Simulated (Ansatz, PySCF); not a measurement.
Species: CH2F (charge 0, doublet). It need not be the lowest isomer of its formula. 
Geometry from a B3LYP-D3(BJ)/def2-TZVP (Ansatz, a program for electronic structure) optimisation:
```xyz
4

C     -0.0106     0.4978     0.4277
F      0.0121    -0.4855    -0.4825
H     -0.9803     0.6938     0.8618
H      0.9347     0.6892     0.9145
```
Charge 0, spin multiplicity 2.

Total electronic energies in hartree. Correlated levels leave the core frozen unless marked. Open shells are spin-unrestricted. No spin-orbit coupling. No relativistic terms. CBS marks a two-point X^-3 extrapolation of the correlation energy; Hartree-Fock from the larger set. [CCSD(T)-MP2]/basis is that difference in the basis named.

```
level                                                              program  energy (Eh)
----------------------------------------------------------  --------------  -----------
RI-HF/cc-pVTZ                                                       Ansatz   -138.46087
RI-HF/cc-pVQZ                                                       Ansatz   -138.47241
SVWN5/def2-TZVPD                                                    Ansatz   -138.11719
PBE0/6-31G*                                                         Ansatz   -138.91877
PBE0-D4/def2-TZVPD                                          Ansatz + dftd4   -138.98889
TPSSh-D3(BJ)/def2-TZVPD                                      PySCF + dftd3   -139.13714
r2SCANh-D4/def2-TZVPD                                       Ansatz + dftd4   -139.06174
r2SCAN0/def2-TZVPD                                                  Ansatz   -139.05154
LC-wPBE-D4/def2-TZVPD                                       Ansatz + dftd4   -139.05690
MP2/def2-SVP                                                        Ansatz   -138.59787
SCS-MP2/STO-3G                                                      Ansatz   -136.59392
CCSD/def2-TZVPP                                                     Ansatz   -138.88093
RI-MP2/CBS(def2-TZVPP,def2-QZVPP)+[CCSD(T)-MP2]/def2-SVP            Ansatz    -138.9560
RI-MP2/CBS(def2-TZVPP,def2-QZVPP)+[CCSD(T)-MP2]/def2-QZVPP          Ansatz    -138.9571
CCSD(T)/CBS(cc-pVTZ,cc-pVQZ)                                        Ansatz    -138.9544
```

Totals of different functionals don't rank their quality; only differences between species are comparable.
